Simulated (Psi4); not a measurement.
**[NH2]− (SMILES [NH2-]): HF/3-21G**

What is the vertical singlet–triplet gap of [NH2]− at HF/3-21G? 

The calculation is run with Psi4 1.11.

5 further runs of the same task are left out: 2 that didn't finish, 3 set aside as unsound or not needed.

## 1. Starting point

The species is [NH2]− (3 atoms), meant as a singlet with charge -1. SMILES: `[NH2-]`. Geometry: relaxed at PBE0-D4/def2-TZVPD.

Bond lengths: N1–H2 1.027 Å, N1–H3 1.027 Å. Angles: H2–N1–H3 101.8°.

## 2. Energy and forces at HF/3-21G

File h2n.xyz:

```xyz
3
H2N
N      0.342200    -0.203000     0.168700
H      0.125500     0.801200     0.156000
H     -0.467700    -0.598200    -0.324700
```

File calc.py:

```python
import psi4

psi4.set_memory('1600 MB')
psi4.set_num_threads(1)
psi4.core.set_output_file('h2n.out', False)

with open('h2n.xyz') as f:
    atoms = ''.join(f.readlines()[2:])
geom = psi4.geometry('-1 1\n' + atoms + 'symmetry c1\nno_reorient\nno_com')

psi4.set_options({
    'reference': 'rhf',
    'puream': True,
    'e_convergence': 1e-09,
    'd_convergence': 1e-08,
    'scf_type': 'pk',
})

result, w = psi4.gradient('scf/3-21G', return_wfn=True)
psi4.oeprop(w, 'DIPOLE', 'MAYER_INDICES', 'LOWDIN_CHARGES')
print('gradient / Eh bohr^-1')
print(result.np.round(6))
print(f'energy = {w.energy():.10f} Eh')
```

On the command line:

```console
$ python calc.py
```

h2n.out:

```text
[...]
  Running in c1 symmetry.
[...]
  Nuclear repulsion =    7.542852415995356
[...]
  Multiplicity = 1
[...]
  Nalpha       = 5
  Nbeta        = 5
[...]
    Number of basis functions: 13
[...]
   @RHF iter   1:   -54.97479590533872   -4.00512e-01   4.44229e-02 ADIIS/DIIS
[...]
   @RHF iter  10:   -55.13410420348929   -9.23706e-14   1.09286e-09 DIIS
[...]
    Orbital Energies [Eh]
    ---------------------
    Doubly Occupied:
       1A    -14.999653     2A     -0.671135     3A     -0.198418
       4A     -0.032739     5A      0.035519
[...]
  @RHF Final Energy:   -55.13410420348929
   => Energetics <=
    Nuclear Repulsion Energy =              7.5428524159953563
    One-Electron Energy =                 -93.6210620053102360
    Two-Electron Energy =                  30.9441053858255870
    Total Energy =                        -55.1341042034892936
[...]
  -Total Gradient:
     Atom            X                  Y                   Z
    ------   -----------------  -----------------  -----------------
       1       -0.027913913722     0.016567574978    -0.013760273341
       2        0.008516468851    -0.021125608844     0.002470645524
       3        0.019397444871     0.004558033866     0.011289627817
[...]
 Multipole Moments:
 ------------------------------------------------------------------------------------
     Multipole            Electronic (a.u.)      Nuclear  (a.u.)        Total (a.u.)
 ------------------------------------------------------------------------------------
 L = 1.  Multiply by 2.5417464519 to convert [e a0] to [Debye]
 Dipole X            :         -4.8437723            3.8799857           -0.9637866
 Dipole Y            :          2.8734467           -2.3016864            0.5717603
 Dipole Z            :         -2.3879122            1.9127808           -0.4751314
 Magnitude           :                                                    1.2171871
[...]
```

On the terminal:

```text
gradient / Eh bohr^-1
[[-0.027914  0.016568 -0.01376 ]
 [ 0.008516 -0.021126  0.002471]
 [ 0.019397  0.004558  0.01129 ]]
energy = -55.1341042035 Eh
```

Run time: 4.5 s. Hardware: 1 thread of Intel Xeon at 2.50GHz (Skylake/Cascade Lake), shared host; peak memory 0.18 GiB.

## 3. The triplet at the same level

File h2n.json:

```json
{
 "schema_name": "qcschema_input",
 "schema_version": 1,
 "molecule": {
  "schema_name": "qcschema_molecule",
  "schema_version": 2,
  "symbols": ["N", "H", "H"],
  "geometry": [0.64666428, -0.3836144, 0.3187968, 0.23716063, 1.51404857, 0.29479728, -0.88382491, -1.13043417, -0.61359407],
  "molecular_charge": -1,
  "molecular_multiplicity": 3,
  "fix_symmetry": "c1",
  "fix_com": true,
  "fix_orientation": true
 },
 "driver": "gradient",
 "model": {
  "method": "scf",
  "basis": "3-21G"
 },
 "keywords": {
  "reference": "uhf",
  "puream": true,
  "e_convergence": 1e-09,
  "d_convergence": 1e-08,
  "scf_type": "pk",
  "maxiter": 100,
  "scf_properties": ["QUADRUPOLE", "MAYER_INDICES", "MULLIKEN_CHARGES"]
 }
}
```

On the command line:

```console
$ psi4 --qcschema h2n.json -n 1 --memory 1600MB
```

stdout:

```text
[...]
  Running in c1 symmetry.
[...]
  Nuclear repulsion =    7.542852420928848
[...]
  Multiplicity = 3
[...]
  Nalpha       = 6
  Nbeta        = 4
[...]
    Number of basis functions: 13
[...]
   @UHF iter   1:   -54.95404463048299   -3.79761e-01   2.13148e-02 DIIS/ADIIS
[...]
   @UHF iter  12:   -54.99558900741252   -5.68434e-14   2.38129e-09 DIIS
[...]
   @S^2 Observed:                2.005564886E+00
[...]
    Orbital Energies [Eh]
    ---------------------
    Alpha Occupied:
       1A    -15.125335     2A     -0.834553     3A     -0.283488
       4A     -0.179624     5A     -0.166763     6A      0.236927
    Alpha Virtual:
       7A      0.601553     8A      1.456044     9A      1.604045
      10A      1.622908    11A      1.722838    12A      1.881325
      13A      2.694384
    Beta Occupied:
       1A    -15.079372     2A     -0.654350     3A     -0.239788
[...]
  @UHF Final Energy:   -54.99558900741252
   => Energetics <=
    Nuclear Repulsion Energy =              7.5428524209288481
    One-Electron Energy =                 -92.6466841191642914
    Two-Electron Energy =                  30.1082426908229159
    Total Energy =                        -54.9955890074125193
  UHF NO Occupations:
  HONO-2 :    4  A 1.9984817
  HONO-1 :    5  A 1.0000000
[...]
 Multipole Moments:
 ------------------------------------------------------------------------------------
     Multipole            Electronic (a.u.)      Nuclear  (a.u.)        Total (a.u.)
 ------------------------------------------------------------------------------------
 L = 1.  Multiply by 2.5417464519 to convert [e a0] to [Debye]
 Dipole X            :         -4.1083109            3.8799857           -0.2283252
 Dipole Y            :          2.4372354           -2.3016864            0.1355490
 Dipole Z            :         -2.0253311            1.9127808           -0.1125503
 Magnitude           :                                                    0.2883982
 L = 2.  Multiply by 1.3450342976 to convert [e a0^2] to [Debye ang]
 Quadrupole XX       :        -12.2108283            3.7646145           -8.4462138
 Quadrupole XY       :          0.3581766           -0.3783095           -0.0201329
[...]
  Mulliken Charges: (a.u.)
   Center  Symbol    Alpha    Beta     Spin     Total
       1     N     4.30437  3.20190  1.10247 -0.50627
       2     H     0.84779  0.39905  0.44873 -0.24684
       3     H     0.84784  0.39905  0.44880 -0.24689
   Total alpha =  6.00000, Total beta =  4.00000, Total charge = -1.00000
  Mayer Bond Indices:
  Total Bond Index:
  Irrep: 1 Size: 3 x 3
[...]
  -Total Gradient:
     Atom            X                  Y                   Z
    ------   -----------------  -----------------  -----------------
       1       -0.076207947776     0.045206968720    -0.037569615822
       2        0.011935469851    -0.084335830269    -0.002420751549
       3        0.064272477926     0.039128861549     0.039990367371
[...]
```

The result, in JSON:

```text
{
 "driver": "gradient",
 "model": {
  "method": "scf",
  "basis": "3-21G"
 },
 "success": true,
 "return_result": [-0.07620794777623968, 0.045206968720372956, -0.03756961582182161, 0.01193546985076245, -0.08433583026892605, -0.00242075154893151, 0.06427247792552154, 0.03912886154859184, 0.03999036737071698],
 "properties": {
  "calcinfo_nbasis": 13,
  "calcinfo_nmo": 13,
  "calcinfo_nalpha": 6,
  "calcinfo_nbeta": 4,
  "calcinfo_natom": 3,
  "nuclear_repulsion_energy": 7.542852420928848,
  "return_energy": -54.99558900741252,
  "return_gradient": [-0.07620794777623968, 0.045206968720372956, -0.03756961582182161, 0.01193546985076245, -0.08433583026892605, -0.00242075154893151, 0.06427247792552154, 0.03912886154859184, 0.03999036737071698],
  "scf_one_electron_energy": -92.64668411916429,
  "scf_two_electron_energy": 30.108242690822916,
  "scf_dipole_moment": [-0.22832521428168073, 0.13554902201029329, -0.11255031456278974],
  "scf_total_energy": -54.99558900741252,
  "scf_total_gradient": [-0.07620794777623968, 0.045206968720372956, -0.03756961582182161, 0.01193546985076245, -0.08433583026892605, -0.00242075154893151, 0.06427247792552154, 0.03912886154859184, 0.03999036737071698],
  "scf_iterations": 12
 }
}
```

It took 4.2 s on 1 thread of Intel Xeon at 2.50GHz (Skylake/Cascade Lake), shared host; peak memory 0.18 GiB.

## 4. What came out

Level: HF/3-21G.

```
                                                      quantity         value
                                         singlet: total energy  -55.13410 Eh
                                          singlet: HOMO energy       0.97 eV
                                          singlet: LUMO energy      16.39 eV
singlet: HOMO–LUMO gap (to an unbound level, set by the basis)      15.42 eV
                             singlet: largest force on an atom    1.813 eV/Å
                                         triplet: total energy  -54.99559 Eh
                   triplet: HOMO energy (highest over α and β)       6.45 eV
                    triplet: LUMO energy (lowest over α and β)      13.84 eV
                                                 triplet: ⟨S²⟩         2.006
                             triplet: largest force on an atom    4.949 eV/Å
              vertical energy of the triplet above the singlet      3.769 eV
```

In words: At this shape the triplet lies 3.77 eV (87 kcal/mol) above the singlet. For an anion a state so high probably lies above electron detachment. The largest force (singlet) is 1.81 eV/Å: the shape isn't a stationary point for this species at this level. The HOMO (singlet) lies at positive energy, 0.97 eV: the electron is unbound at this level or held by a compact basis; values depend on the basis. Mulliken charges (triplet) run from -0.51 on N1 to -0.25 on H2; they depend strongly on the basis. The HOMO (triplet) lies at positive energy, 6.45 eV: the electron is unbound at this level or held by a compact basis; values depend on the basis.
